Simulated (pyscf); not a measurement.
## Four-centre exchange: H₃C–O–Si(OH)(OH)–O–CH₃ + silanol (HO–SiH₃) → methane (CH₄) + H₃C–O–Si(OH)(OH)–O–SiH₂–OH

Gas phase, singlet surface, charge 0. Bonds broken: C1–O2, Si17–H19. Bonds formed: C1–H19, O2–Si17. Structures and frequencies: ωB97X-D3(BJ)/def2-SVP in PySCF.

Transition state (Å):

```xyz
21

C      1.2116     0.1143     2.3371
O      0.8668    -0.1411     0.4251
Si    -0.4757     0.5341    -0.3447
O     -0.8105     1.8239     0.6214
C     -1.8015     2.7852     0.3185
O     -1.6775    -0.5827    -0.3852
O     -0.1648     1.1230    -1.8497
H      0.8453     1.1119     2.0791
H      2.2837     0.0684     2.5368
H      0.5910    -0.3830     3.0859
H     -2.8131     2.3492     0.3912
H     -1.7224     3.6096     1.0432
H     -1.6638     3.1923    -0.6976
H     -1.4499    -1.4758    -0.0667
H     -0.2106     0.4798    -2.5650
O     -0.2062    -2.7975     0.6191
Si     1.1841    -1.8734     0.2684
H     -0.2840    -3.0267     1.5523
H      1.4469    -1.5648     1.8836
H      2.5484    -2.4916     0.2153
H      0.9249    -1.8029    -1.2266
```

One imaginary mode, 1133i cm⁻¹; descent along it reached the two sides named, in the forms told below.

```csv
bond,change,reactant side (Å),saddle,product side
C1–O2,breaks,1.418,1.960,4.4
Si17–H19,breaks,1.491,1.665,3.5
C1–H19,forms,3.6,1.755,1.101
O2–Si17,forms,3.1,1.768,1.659
```

Electronic energies relative to the separated reactants (eV):

```csv
level,barrier,reaction energy,reverse barrier
ωB97X-D3(BJ)/def2-TZVP,2.62,-2.48,5.10
PBE/def2-TZVP,2.28,-2.32,4.60
r²SCAN/def2-TZVP,2.35,-2.49,4.83
B3LYP-D3(BJ)/def2-TZVP,2.46,-2.45,4.91
PBE0-D3(BJ)/def2-TZVP,2.48,-2.40,4.89
M06-2X/def2-TZVP,2.72,-2.50,5.22
ωB97M-D3(BJ)/def2-TZVP,2.60,-2.47,5.06
HF/def2-TZVP,3.87,-2.38,6.25
```

With ωB97M-D3(BJ)/def2-TZVP energies and thermal terms (ideal gas, 1 atm, RRHO with modes under 100 cm⁻¹ raised to 100, one conformer, R ln 2 for chiral ones without a mode under 150 cm⁻¹), in eV:

| T (K) | ΔH‡ | ΔG‡ | ΔH | ΔG |
|---|---|---|---|---|
| 298 | 2.58 | 3.18 | -2.42 | -2.28 |
| 600 | 2.60 | 3.78 | -2.41 | -2.15 |
| 900 | 2.63 | 4.36 | -2.41 | -2.02 |
| 1200 | 2.66 | 4.94 | -2.42 | -1.89 |

On the reactant side the descent ends in a bound adduct (not fully relaxed), 0.35 eV under the separated species and 2.97 eV under the saddle at ωB97X-D3(BJ)/def2-TZVP. H₃C–O–Si(OH)(OH)–O–CH₃ lies 0.69 eV over its isomer H₃C–CH₂–O–Si(OH)(OH)–OH (electronic energy, ωB97M-D3(BJ)/def2-TZVP). One saddle was located; it need not be the lowest between these sides.
